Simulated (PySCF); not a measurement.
Vibration and rotation of SiC⁺

UHF-CCSD(T) constants of SiC⁺, ⁴Σ⁻ (quartet), unpaired electrons σ ↑, π ↑↑ (basis Si 6-311G(d,p), C 6-311G(d,p); no relativity; PySCF 2.14; masses 27.9769 and 12.0000 u):

```
ωe            : 849.9 cm⁻¹
ωexe          : 5.49 cm⁻¹
Be            : 0.60651 cm⁻¹
αe            : 0.00523 cm⁻¹
De to Si⁺ + C : 3.25 eV
```

Task: What force constant and bond length do these constants imply?

Result: Reduced mass μred = 8.3979 u; k = 5.8918×10⁻⁷·μred·ωe² (u, cm⁻¹, mdyn/Å) = 3.57 mdyn/Å; Re = √(16.8576/(μred·Be)) (u, cm⁻¹, Å) = 1.819 Å.

Task: Estimate the centrifugal constant D from the Kratzer relation and find the Dunham coefficient a1.

Result: D = 4Be³/ωe² = 1.24e-06 cm⁻¹; a1 = −1 − αeωe/(6Be²) = -3.01.

Correlated steps freeze 6 core orbitals. For an ion De counts to the pair picked by the measured ionisation energies or electron affinities, which need not be the lowest pair at this level. The CCSD T1 diagnostic is raised, a sign that a single reference may not be enough here. The state is the lowest determinant that a PBE0 search found; another state may lie lower at other levels.
